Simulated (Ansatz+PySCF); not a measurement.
Results of a calculation; reference values are marked as such.
Input for Ansatz (development build ahead of 0.2.0):

```yaml
crystal:
  periodic: [false, false, false]
  atoms:
    - { symbol: C, position_ang: [1.00476, -0.56826, 0.0] }
    - { symbol: C, position_ang: [0.0, 0.58869, 0.0] }
    - { symbol: O, position_ang: [-1.26006, 0.00073, 0.0] }
    - { symbol: H, position_ang: [0.14696, 1.20468, 0.89653] }
    - { symbol: H, position_ang: [0.14696, 1.20468, -0.89653] }
    - { symbol: H, position_ang: [2.01936, -0.1641, 0.0] }
    - { symbol: H, position_ang: [0.86934, -1.18683, 0.88807] }
    - { symbol: H, position_ang: [0.86934, -1.18683, -0.88807] }
basis:
  gaussian: { orbitals: cc-pVTZ }
magnetization:
  spin_polarized: true
  initial_magnetization: 1
hamiltonian:
  xc: hf
correlation:
  method: mp2
  frozen_orbitals: { C: 1, H: 0, O: 1 }
output:
  forces: true
```

The input is written out in the form of the current development build from the run's settings.

Results

```json
{"Converged": "yes", "Reference energy": "-153.51827 hartree", "Correlation energy": "-0.54123 hartree", "Total energy": "-154.05950 hartree", "Spin squared of the determinant": "0.759", "Stability test": "minimum", "Occupied orbitals by symmetry in an Abelian subgroup (alpha; beta)": "10 A' 3 A''; 9 A' 3 A''"}
```

Forces (eV/Å):
```tsv
atom	Fx	Fy	Fz
C1	0.058	-0.077	0.000
C2	-0.251	0.057	0.000
O3	0.337	0.146	0.000
H4	-0.015	-0.122	-0.119
H5	-0.015	-0.122	0.119
H6	-0.163	-0.045	0.000
H7	0.024	0.082	-0.123
H8	0.024	0.082	0.123
```

Caution: forces differ strongly between restricted and unrestricted references.
